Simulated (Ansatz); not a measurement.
Relaxation of H$_{6}$NSi$_{2}$ (9 atoms, charge 0, multiplicity 2), to a largest force component of 0.015 eV/Å in at most 40 steps.

The calculation used UKS r2SCAN-D4/def2-mTZVP (Ansatz 0.2.0).

```xyz
9
Properties=species:S:1:pos:R:3
N -0.679 0.785 -1.490
Si -0.380 0.829 0.164
Si 0.582 -1.097 0.954
H -1.418 0.207 -1.730
H -1.017 1.748 -1.828
H 0.463 2.043 0.404
H 1.969 -1.332 0.343
H -0.229 -2.247 0.681
H 0.796 -0.982 2.485
```

Task: Where does it end, and by what steps?

Result: It converged. After 9 steps the energy has fallen by 0.376 eV; H5 moved furthest, 0.16 Å.

| step | energy less start (eV) | largest force component (eV/Å) | accepted |
| --- | --- | --- | --- |
| 0 | 0.0000 | 3.469 | yes |
| 1 | -0.3019 | 1.305 | yes |
| 2 | -0.1382 | 1.182 | no |
| 3 | -0.3623 | 0.581 | yes |
| 4 | -0.3728 | 0.164 | yes |
| 5 | -0.3542 | 0.364 | no |
| 6 | -0.3757 | 0.028 | yes |
| 7 | -0.3756 | 0.033 | no |
| 8 | -0.3760 | 0.020 | yes |
| 9 | -0.3760 | 0.002 | yes |

```xyz
9
Properties=species:S:1:pos:R:3
N -0.791 0.830 -1.411
Si -0.413 0.912 0.284
Si 0.627 -1.073 0.967
H -1.398 0.101 -1.763
H -0.925 1.684 -1.938
H 0.486 2.100 0.432
H 1.953 -1.333 0.330
H -0.266 -2.222 0.638
H 0.815 -1.045 2.445
```

Run time: 15 s on 2 threads of AMD EPYC 9R45 96-Core Processor (Zen 5), on a shared host, peak memory 0.23 GiB.
